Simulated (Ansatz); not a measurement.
**C₃H₆O₂: up Jacob's ladder to CCSD(T)**

An exercise on one series of results from a longer session: the logs are not shown, and one member is left open.

Program: Ansatz 0.2.0, Gaussian basis. Level of theory: functionals in def2-TZVPP, the program's frozen cores in correlated methods. These are calculated values, not measurements.

Levels to be run: LDA (SPW92), PBE-D4, revPBE-D4, BLYP-D4, r2SCAN-D4, B97M-V, PBE0-D4, B3LYP-D4, r2SCANh-D4, r2SCAN0-D4, HSE06-D4, BHLYP-D4, CAM-B3LYP-D4, LC-ωPBE, ωB97X-V, ωB97M-V, B2PLYP, PBE-QIDH; CCSD(T)/def2-SVP; CCSD(T)/def2-TZVPP; MP2/def2-QZVPP; extrapolation to the limit; RPA on PBE.

### The geometry

An earlier PBE0-D4 in a triple-zeta def2 set relaxation fixed the geometry.

SMILES `CC=C(O)O`, 11 atoms, charge 0, spin multiplicity 1.

Atoms are counted from 1 here; the program's logs count them from 0.

Bond lengths: C1–C2 1.492 Å, C1–H6 1.096 Å, C1–H7 1.094 Å, C1–H8 1.096 Å, C2–C3 1.331 Å, C2–H9 1.082 Å, C3–O4 1.344 Å, C3–O5 1.355 Å, O4–H10 0.963 Å, O5–H11 0.962 Å. Angles: C2–C1–H6 112.5°, C2–C1–H7 111.2°, C2–C1–H8 113.2°, H6–C1–H7 106.9°, H6–C1–H8 106.9°, H7–C1–H8 105.8°, C1–C2–C3 125.1°, C1–C2–H9 118.8°, C3–C2–H9 116.1°, C2–C3–O4 122.8°, C2–C3–O5 126.8°, O4–C3–O5 110.4°, C3–O4–H10 107.8°, C3–O5–H11 108.9°.

The first run:

File in.yaml:

```yaml
crystal:
  periodic: [false, false, false]
  atoms:
    - {symbol: C, position_ang: [-0.978589, -0.519694, 1.040314]}
    - {symbol: C, position_ang: [0.330700, 0.079548, 0.650082]}
    - {symbol: C, position_ang: [0.699673, 0.368037, -0.595853]}
    - {symbol: O, position_ang: [1.878279, 0.943058, -0.891802]}
    - {symbol: O, position_ang: [-0.018946, 0.153908, -1.724754]}
    - {symbol: H, position_ang: [-0.880818, -1.558162, 1.375669]}
    - {symbol: H, position_ang: [-1.439410, 0.037644, 1.861059]}
    - {symbol: H, position_ang: [-1.713951, -0.515957, 0.227865]}
    - {symbol: H, position_ang: [1.052315, 0.304701, 1.424642]}
    - {symbol: H, position_ang: [1.963313, 0.964623, -1.850338]}
    - {symbol: H, position_ang: [-0.827266, -0.314607, -1.496286]}
basis:
  gaussian: {orbitals: def2-TZVPP}
hamiltonian: {xc: lda}
output: {orbitals: {seedname: orbitals}}
```

Command:

```
> ansatz run in.yaml --threads 4 --pin off --events-out ev --progress --plain --max-ram 10444MiB
```

Steps of the session up to this table: LDA; PBE-D4 (GGA); revPBE-D4 (GGA); BLYP-D4 (GGA); r2SCAN-D4 (meta-GGA); B97M-V (meta-GGA); PBE0-D4 (hybrid); B3LYP-D4 (hybrid); r2SCANh-D4 (hybrid); r2SCAN0-D4 (hybrid); HSE06-D4 (hybrid); BHLYP-D4 (hybrid); CAM-B3LYP-D4 (range-separated); LC-ωPBE (range-separated); ωB97X-V (range-separated); ωB97M-V (range-separated); B2PLYP (double hybrid); PBE-QIDH (double hybrid).

One table of the session follows, with a row left open; its other results are not shown here.

It belongs to the step «Frontier levels by functional». 

| functional | HOMO (eV) | LUMO (eV) | gap (eV) |
| --- | --- | --- | --- |
| LDA (SPW92) | -4.89 | -0.32 | 4.57 |
| PBE-D4 | ? | ? | ? |
| revPBE-D4 | -4.65 | -0.04 | 4.62 |
| BLYP-D4 | -4.61 | -0.17 | 4.44 |
| r2SCAN-D4 | -4.92 | 0.56 | 5.48 |
| B97M-V | -4.97 | 0.12 | 5.09 |
| PBE0-D4 | -5.93 | 0.75 | 6.68 |
| B3LYP-D4 | -5.74 | 0.37 | 6.11 |
| r2SCANh-D4 | -5.38 | 0.83 | 6.20 |
| r2SCAN0-D4 | -6.07 | 1.21 | 7.27 |
| HSE06-D4 | -5.53 | 0.38 | 5.91 |
| BHLYP-D4 | -7.04 | 1.39 | 8.43 |
| CAM-B3LYP-D4 | -7.29 | 1.53 | 8.82 |
| LC-ωPBE | -8.62 | 2.91 | 11.53 |
| ωB97X-V | -8.25 | 2.69 | 10.94 |
| ωB97M-V | -8.17 | 2.26 | 10.43 |

**Question.** Estimate the row for PBE-D4.

**Answer.** HOMO (eV): -4.72; LUMO (eV): -0.13; gap (eV): 4.59. In the column «HOMO (eV)» it lies between LDA (SPW92) (-4.89) and revPBE-D4 (-4.65).
